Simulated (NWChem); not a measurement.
# Ionisation of Be

```
Be
```
Charge 0, spin multiplicity 1.

Everything below was run with NWChem.

Basis set: def2-TZVP. −ε marks an orbital energy of the parent.

B3LYP has NWChem's definition, with VWN1-RPA local correlation.

Q: For the first vertical ionisation energy, −ε(HOMO) of HF gives 8.41 eV and −ε(HOMO) of B3LYP gives 6.32 eV. What do −ε(HOMO) of PBE, −ε(HOMO) of BHandHLYP, −ε(HOMO) of LC-wPBE (omega 0.3 per bohr) give?

A: −ε(HOMO) of PBE: 5.61 eV; −ε(HOMO) of BHandHLYP: 7.23 eV; −ε(HOMO) of LC-wPBE (omega 0.3 per bohr): 8.66 eV.
